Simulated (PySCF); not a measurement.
## Silicon: a sound run and one with changed settings

Sound run: Si [Ne] 3s2 3p2, Si⁺ [Ne] 3s2 3p1. All numbers are calculated (PySCF 2.14, no relativity, point nucleus, in def2-TZVP (5s5p2d1f, 37 functions)). In the sound run the correlated levels freeze [Ne]. The sound run starts from symmetry-adapted Hartree-Fock orbitals and uses a fine grid where one is needed.

Changed run: basis STO-3G. This setting is unsound on purpose.

| species | method | sound run (hartree) | changed run (hartree) | converged |
| --- | --- | --- | --- | --- |
| Si | UHF | -288.85079 | -285.46622 | yes |
| Si | LDA | -288.20743 | -284.74031 | yes |
| Si | B3LYP | -289.39206 | -285.94207 | yes |
| Si | MP2 | -288.90571 | -285.47352 | yes |
| Si | CCSD(T) | -288.92674 | -285.47963 | yes |
| Si⁺ | UHF | -288.57001 | -285.32969 | yes |
| Si⁺ | LDA | -287.90486 | -284.57541 | yes |
| Si⁺ | B3LYP | -289.09385 | -285.77878 | yes |
| Si⁺ | MP2 | -288.61035 | -285.34477 | yes |
| Si⁺ | CCSD(T) | -288.62891 | -285.35653 | yes |

Ionisation energy of Si:

```csv
method,sound run (eV),changed run (eV)
UHF,7.640,3.715
LDA,8.234,4.487
B3LYP,8.115,4.443
MP2,8.037,3.503
SCS-MP2,7.953,3.461
CCSD,8.067,3.350
CCSD(T),8.105,3.350
```

A minimal basis cannot let orbitals breathe on ionisation and holds almost no correlation.

For comparison, NIST gives 8.152 eV between the lowest levels.
